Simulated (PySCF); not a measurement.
**SiF⁻: from constants to spectrum**

UHF-CCSD(T) constants of SiF⁻, ³Σ⁻ (triplet), unpaired electrons π ↑↑ (PySCF, spin-free X2C with a Gaussian nucleus, basis sets Si aug-cc-pVDZ-DK, F aug-cc-pVDZ-DK; masses 27.9769 and 18.9984 u):

- ωe: 612.1 cm⁻¹
- ωexe: 4.46 cm⁻¹
- Be: 0.47911 cm⁻¹
- αe: 0.00498 cm⁻¹
- D (centrifugal): 1.17e-06 cm⁻¹

Task: Give the vibrational terms G(v) and spacings up to v = 6.

Result: G(v) = ωe(v+½) − ωexe(v+½)².

| v | G(v) (cm⁻¹) | G(v) − G(v−1) | Bv (cm⁻¹) |
| --- | --- | --- | --- |
| 0 | 304.9 |  | 0.4766 |
| 1 | 908.1 | 603.2 | 0.4716 |
| 2 | 1502.4 | 594.3 | 0.4667 |
| 3 | 2087.7 | 585.3 | 0.4617 |
| 4 | 2664.1 | 576.4 | 0.4567 |
| 5 | 3231.6 | 567.5 | 0.4517 |
| 6 | 3790.2 | 558.6 | 0.4467 |

Correlated steps freeze 6 core orbitals. The state was picked by a PBE0 search and need not be the measured ground state.
